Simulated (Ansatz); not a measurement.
**C₃H₅N: small, medium and large basis sets**

Aim: see how fast density functionals converge with the basis set for C₃H₅N.

Method: one geometry, several basis sets; program: Ansatz 0.2.0, Gaussian basis.

Levels to be run: PBE0-D4/def2-SVP; ωB97M-V/def2-SVP; PBE0-D4/def2-QZVPP; ωB97M-V/def2-QZVPP; the functionals' def2-TZVPP values are taken from earlier runs.

## (1) The geometry

All runs share one geometry, relaxed beforehand with PBE0-D4 in a triple-zeta def2 set.

SMILES `NC1=CC1`, 9 atoms, charge 0, spin multiplicity 1.

Atoms are counted from 1 here; the program's logs count them from 0.

Bond lengths: N1–C2 1.351 Å, N1–H5 1.007 Å, N1–H6 1.005 Å, C2–C3 1.295 Å, C2–C4 1.480 Å, C3–C4 1.508 Å, C3–H7 1.074 Å, C4–H8 1.094 Å, C4–H9 1.094 Å. Angles: C2–N1–H5 117.3°, C2–N1–H6 116.6°, H5–N1–H6 114.8°, N1–C2–C3 152.7°, N1–C2–C4 141.5°, C3–C2–C4 65.5°, C2–C3–C4 63.2°, C2–C3–H7 151.5°, C4–C3–H7 145.2°, C2–C4–C3 51.4°, C2–C4–H8 119.4°, C2–C4–H9 119.4°, C3–C4–H8 120.1°, C3–C4–H9 120.1°, H8–C4–H9 113.1°.

## (2) PBE0-D4 in def2-SVP

in.yaml reads:

```yaml
crystal:
  periodic: [false, false, false]
  atoms:
    - {symbol: N, position_ang: [-0.340008, 1.296031, -0.820657]}
    - {symbol: C, position_ang: [0.110311, 0.187430, -0.193387]}
    - {symbol: C, position_ang: [1.010649, -0.710298, 0.053078]}
    - {symbol: C, position_ang: [-0.351995, -0.928458, 0.661700]}
    - {symbol: H, position_ang: [0.349537, 1.928326, -1.192433]}
    - {symbol: H, position_ang: [-1.148512, 1.741372, -0.422177]}
    - {symbol: H, position_ang: [1.994139, -1.121123, -0.077632]}
    - {symbol: H, position_ang: [-0.509442, -0.757361, 1.730805]}
    - {symbol: H, position_ang: [-1.026278, -1.682218, 0.243702]}
basis:
  gaussian: {orbitals: def2-SVP}
hamiltonian: {xc: pbe0, dispersion: d4}
output: {orbitals: {seedname: orbitals}}
```

Launch:

```
$ ansatz run in.yaml --threads 2 --pin off --events-out ev --progress --plain --max-ram 4352MiB
```

Further steps of the session: ωB97M-V in def2-SVP; PBE0-D4 in def2-QZVPP; ωB97M-V in def2-QZVPP.

**Question.** What will the summary of the whole plan be? Wanted: PBE0-D4: double and triple zeta above quadruple; ωB97M-V: double and triple zeta above quadruple.

The runs gave:

| quantity | value |
| --- | --- |
| PBE0-D4: double and triple zeta above quadruple | 5.42, 0.27 eV |
| ωB97M-V: double and triple zeta above quadruple | 5.64, 0.25 eV |

What this shows: For PBE0-D4 the step from double to triple zeta gains 5.15 eV and the next only 0.27 eV. Total energies overstate the basis error of differences, where much of it tends to cancel. The LUMO of ωB97M-V is positive and keeps falling with the basis (3.38 to 1.64 eV): an unbound level that the basis holds in place.
